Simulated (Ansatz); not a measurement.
# CH4AlSi: the cost of one run

Program: Ansatz 0.2.0. Level of theory: UKS PBE/def2-SVP. These are calculated values, not measurements.

**1. The structure to begin with**

Bond lengths: Al1–C2 1.988 Å, Al1–Si3 2.564 Å, C2–Si3 1.802 Å, Al1–H4 1.562 Å, Al1–H5 1.569 Å, C2–H6 1.090 Å, Si3–H7 1.490 Å. Angles: Al1–C2–Si3 85.0°, Al1–C2–H6 138.5°, Si3–C2–H6 117.7°, C2–Al1–Si3 44.4°, C2–Al1–H4 120.9°, C2–Al1–H5 127.0°, Si3–Al1–H4 112.6°, Si3–Al1–H5 126.4°, H4–Al1–H5 109.9°, Al1–Si3–C2 50.6°, Al1–Si3–H7 174.1°, C2–Si3–H7 133.2°.

As a file:

```xyz
7

Al   -1.1614    0.3973    0.0848
C     0.7091    0.5074   -0.5801
Si    0.9363   -1.0653    0.2700
H    -2.2818   -0.2658   -0.7791
H    -1.8066    1.2476    1.2344
H     1.5390    1.2133   -0.5685
H     2.0655   -2.0344    0.3384
```

**2. End point A**

File input.yaml:

```yaml
crystal:
  periodic: [false, false, false]
  atoms:
    - { symbol: Al, position_ang: [-1.16142, 0.39729, 0.08478] }
    - { symbol: C, position_ang: [0.70906, 0.50744, -0.58007] }
    - { symbol: Si, position_ang: [0.93633, -1.06534, 0.27] }
    - { symbol: H, position_ang: [-2.28183, -0.26585, -0.77907] }
    - { symbol: H, position_ang: [-1.80662, 1.24757, 1.2344] }
    - { symbol: H, position_ang: [1.53901, 1.21331, -0.56847] }
    - { symbol: H, position_ang: [2.06548, -2.03443, 0.33842] }
magnetization:
  spin_polarized: true
  initial_magnetization: 1
basis:
  gaussian: { orbitals: def2-SVP }
hamiltonian:
  xc: pbe
relax:
  f_tol: 0.02
  max_steps: 50
```

Command:

```
> ansatz run input.yaml --threads 2 --pin off --max-ram 3072MiB --backend cpu --events-out ev --progress --plain --runs-dir out
```

Q: Estimate wall time and peak memory on 2 threads of AMD EPYC 9R14 (Zen 4), shared host.

About 15 s, with a peak of 0.17 GiB.
